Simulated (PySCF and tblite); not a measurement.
The numbers below are computed, except where a source is named.
Ethene, fluoro-, C2H3F, numbered as in [CH2:1]=[CH:2][F:3].

GFN2-xTB molecular dynamics (tblite; Langevin, friction 0.005 fs⁻¹, 1.5 fs steps, hydrogen mass 4 u): 400 + 8000 steps at each temperature, started from the lowest conformer, nuclei classical.

GIAO shieldings at PBE0/pcSseg-1 (PySCF) on 20 frames a temperature; like atoms are averaged, and of two unlike H on one atom a is the less shielded at the minimum.

Task: How far do thermal motions move the shieldings from their values at the minimum?

Result: 
```tsv
signal	σ at minimum (ppm)	Δσ, 100 K	Δσ, 300 K	Δσ, 500 K
C1	86.8	-0.3 ± 0.6	-0.8 ± 1.3	-4.7 ± 1.6
C2	21.5	0.7 ± 0.5	-1.7 ± 1.0	-3.9 ± 1.4
F3	276.3	0.9 ± 0.8	-8.0 ± 2.3	-10.1 ± 2.8
H1b	27.04	-0.09 ± 0.07	0.12 ± 0.12	-0.22 ± 0.20
H1a	26.60	0.02 ± 0.06	-0.15 ± 0.17	-0.28 ± 0.19
H2	24.77	-0.01 ± 0.06	-0.30 ± 0.12	-0.33 ± 0.16
```

Errors are standard errors over frames. Zero-point motion is missing, and a reference compound would move too.

Task: What do the single frames at 100 K give for F3?

Result: 
```tsv
t (fs)	V above the minimum, tight binding (kcal/mol)	E above it, DFT (kcal/mol)	torsions (°)	σ (ppm)
900	0.8	0.8	none	277.9
1500	1.4	1.6	none	277.7
2100	1.3	1.5	none	278.1
2700	1.2	1.1	none	279.4
3300	1.7	1.9	none	271.8
3900	0.3	0.3	none	280.0
4500	1.7	1.9	none	278.7
5100	0.8	1.1	none	270.2
5700	1.0	1.2	none	274.1
6300	2.1	1.4	none	277.9
6900	1.0	1.3	none	279.7
7500	1.4	1.3	none	283.2
8100	0.6	0.6	none	279.5
8700	1.0	1.3	none	272.9
9300	0.4	0.6	none	279.6
9900	0.5	0.6	none	275.2
10500	1.4	2.0	none	273.7
11100	0.8	0.9	none	275.3
11700	0.7	1.0	none	276.7
12300	1.1	1.1	none	284.2
```

Task: How does the lowest singlet excitation (CAM-B3LYP/def2-SVPD) spread?

Result: 7.50 eV at the minimum; 7.49 eV with a spread of 0.06 eV at 100 K; 7.50 eV with a spread of 0.10 eV at 300 K; 7.42 eV with a spread of 0.18 eV at 500 K.

Changes within two standard errors are not significant.

The study took 4.6 min on 1 thread of AMD EPYC 7B13, shared host (rough), peak memory 0.38 GiB, launched as `OMP_NUM_THREADS=1 python ens_run.py task.json out`.
